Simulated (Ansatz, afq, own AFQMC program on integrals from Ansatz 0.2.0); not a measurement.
## LiP, triplet: AFQMC among the cluster methods

```tsv
atom	x (Å)	y (Å)	z (Å)
P	0.0000	0.0000	0.0000
Li	0.0000	0.0000	2.4501
```

Basis aug-cc-pVDZ. Only valence electrons are correlated. Integrals, coupled cluster, full CI and functionals: Ansatz 0.2.0; the random walks run on the same integrals in our own AFQMC program. The CISD trial takes its coefficients from CCSD amplitudes. Released means that phaseless walkers are propagated on without the constraint, phases kept. ± is one standard error of the sampling.

Determinant: UHF, the one that the program's search chose, which needn't be the lowest solution. The geometry is a PBE0/def2-TZVPD stationary point of this or a neighbouring charge and spin state.

No full CI on the walks' own integrals is used here; CCSDT(Q) serves as the reference and is uncertain by about the last step of the cluster series.

Cautions: lower spins were not checked; the released energies move by 1.5 errors or more from one time to the next, so no released level is given (meV from the phaseless value at times in 1/Eh: -4 ± 8 at 0.24, -6 ± 6 at 0.51, 2 ± 5 at 0.99, 4 ± 6 at 1.62, -17 ± 8 at 2.40), though the last usable value meets CCSDT(Q) within the noise.

- T1 diagnostic: 0.0173
- weight of the determinant in the CISD state: 0.917
- ⟨S²⟩ of the determinant: 2.018
- size of the correlated space: 6 electrons in 44 orbitals

Reference: CCSDT(Q), correlation energy -3.089 eV.

```
        level  E − E(reference) (kcal/mol)  share of correlation (%)
           HF                        71.24                      0.00
          MP2                        15.51                     78.24
         CCSD                         2.78                     96.10
      CCSD(T)                         0.66                     99.08
        CCSDT                         0.14                     99.80
ph-AFQMC/CISD                  0.04 ± 0.18                     99.94
```

A walk keeps the symmetry of its determinant, which the program's search chose and which needn't be the lowest solution, so a lower state of the same spin and another symmetry isn't excluded.
